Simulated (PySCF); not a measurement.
**Reproducing measurements on F2O2S**

**Experimental background.**

NIST CCCBDB Release 22 (SRD 101), experimental dipoles lists, for the gas: dipole moment (microwave Stark effect) 1.12 D.

The results are set against them at the end.

Compound: F2O2S.
Atom-mapped SMILES: `[O:1]=[S:2](=[O:3])([F:4])[F:5]`

Cartesian coordinates in Å at the PBE0-D3(BJ)/def2-SVP level; atoms count from 1:
```xyz
5
F2O2S angstrom
O      0.8887   -0.6280   -1.0601
S      0.1494   -0.0852    0.0292
O      0.5196   -0.1509    1.4028
F     -1.3381   -0.5878   -0.1014
F     -0.1886    1.4161   -0.3094
```

The PySCF runs (gas phase, on this PBE0-D3(BJ)/def2-SVP geometry; no spin–orbit coupling):

| level | job | basis functions | wall time |
| --- | --- | --- | --- |
| PBE0-D3(BJ)/def2-SVP, grid level 1 | geometry optimisation from a GFN2-xTB start shaken at random | 74 | 12 s |
| wB97X-D/def2-SVPD | 6 singlets by full TDDFT, polarisability, dynamic polarisability | 119 | 12 s |
| BHandHLYP/aug-pcX-1 (pcseg-1 on H, def2-SVPD on S) | K-edge TDA, 24 lines | 159 | 6.3 s |

Hardware: one thread of an Arm Neoverse V1, shared host.

## Comparison

**Dipole moment.** Measured: 1.12 D (NIST CCCBDB Release 22 (SRD 101), experimental dipoles).

```
                               level  computed (D)  computed − measured (D)  % (from the printed values)
                PBE0-D3(BJ)/def2-SVP          0.78                    -0.34                          -30
                   wB97X-D/def2-SVPD          0.85                    -0.27                          -24
BHandHLYP/aug-pcX-1 (def2-SVPD on S)          0.85                    -0.27                          -24
```

All 3 levels lie below the measurement. The computed dipoles belong to one fixed geometry; measured ones are averaged over vibrations unless marked μe. Magnitudes are compared, not signs.

The geometry is computed, not the measured one. Where a level misses, the cause wasn't examined.
